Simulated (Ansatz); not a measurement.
This script drives Ansatz 0.2.0, Python API.

`adiabatic.py`
```python
'''Vertical and adiabatic ionisation of CH4OSi.'''

import itertools
import logging
import sys

import ansatz as az
from ase.data import atomic_numbers, covalent_radii
import numpy as np

logging.basicConfig(stream=sys.stdout, format='[%(levelname)s] %(message)s')
logger = logging.getLogger('run')
logger.setLevel(logging.INFO)

geometry_ang = [
    ('C', [-0.6779, 0.4529, -0.2995]),
    ('Si', [1.0462, 0.0809, -0.5784]),
    ('O', [1.5327, -1.2015, 0.3228]),
    ('H', [-1.2992, -0.3359, -0.5722]),
    ('H', [-1.029, 1.342, -0.9454]),
    ('H', [-0.9206, 0.7742, 0.7324]),
    ('H', [1.4092, -1.1806, 1.2947]),
]
mol = az.Crystal.molecule()
for symbol, xyz in geometry_ang:
    mol = mol.atom(symbol, xyz)

job = mol.calculation().basis(gaussian='cc-pVDZ').functional('pbe')
symbols = [site.symbol for site in mol.cartesian_sites]
start = np.array([site.position_ang for site in mol.cartesian_sites], dtype=float)
rep = job.relax(force_tolerance=0.01, max_steps=100).run().report
end = np.array(rep['positions_ang'])

minimum = az.Crystal.molecule()
for symbol, place in zip(symbols, end):
    minimum = minimum.atom(symbol, place.tolist())
ion = minimum.calculation().basis(gaussian='cc-pVDZ').functional('pbe').charge(1).spin('collinear', total=1)
vertical = ion.run().report
settled = ion.relax(force_tolerance=0.01, max_steps=80).run().report
logger.info(f'vertical ionisation energy   {vertical["free_energy_ev"] - rep["free_energy_ev"]:.3f} eV')
logger.info(f'adiabatic, no zero point     {settled["free_energy_ev"] - rep["free_energy_ev"]:.3f} eV')
logger.info(f'relaxation energy of the ion {vertical["free_energy_ev"] - settled["free_energy_ev"]:.3f} eV')
ionised = np.array(settled['positions_ang'])
# pairs closer than 1.2 times the sum of covalent radii, before or after
radius = [covalent_radii[atomic_numbers[s]] for s in symbols]
span = lambda where, i, j: np.linalg.norm(where[i] - where[j])
bonded = [(i, j) for i, j in itertools.combinations(range(len(symbols)), 2) if min(span(end, i, j), span(ionised, i, j)) < 1.2 * (radius[i] + radius[j])]
logger.info('pair        before    after (A)')
for i, j in bonded:
    print(f'{symbols[i]}{i}-{symbols[j]}{j}'.ljust(10), f'{span(end, i, j):8.4f} {span(ionised, i, j):8.4f}')
for first, second in list(itertools.combinations(bonded, 2)):
    shared = set(first) & set(second)
    if shared and symbols[(j := shared.pop())] != 'H':
        i, k = sorted((set(first) | set(second)) - {j})
        u, v = ionised[i] - ionised[j], ionised[k] - ionised[j]
        angle = np.degrees(np.arccos(np.clip(u @ v / np.linalg.norm(u) / np.linalg.norm(v), -1, 1)))
        logger.info(f'final angle {symbols[i]}{i}-{symbols[j]}{j}-{symbols[k]}{k}: {angle:.2f} deg')
```

It is started by `python adiabatic.py`. Estimate its wall time and peak memory on 1 thread of Arm Neoverse V2, on a shared host.

It took about 54 s, with a peak of 0.22 GiB, for 3 runs of the engine.

`python adiabatic.py` gives:
```text
[INFO] vertical ionisation energy   8.557 eV
[INFO] adiabatic, no zero point     8.093 eV
[INFO] relaxation energy of the ion 0.464 eV
[INFO] pair        before    after (A)
C0-Si1       1.9400   1.8907
C0-H3        1.1157   1.1132
C0-H4        1.1103   1.1069
C0-H5        1.1132   1.1127
Si1-O2       1.7140   1.6299
O2-H6        0.9808   0.9841
[INFO] final angle Si1-C0-H3: 106.15 deg
[INFO] final angle Si1-C0-H4: 110.11 deg
[INFO] final angle Si1-C0-H5: 106.48 deg
[INFO] final angle C0-Si1-O2: 122.96 deg
[INFO] final angle H3-C0-H4: 111.22 deg
[INFO] final angle H3-C0-H5: 111.02 deg
[INFO] final angle H4-C0-H5: 111.62 deg
[INFO] final angle Si1-O2-H6: 129.66 deg
```

The energies are electronic: no zero-point or thermal terms, and the basis set is short of its limit. The product may relax into another structure. Each relaxation finds its nearest minimum, which needn't be the lowest.
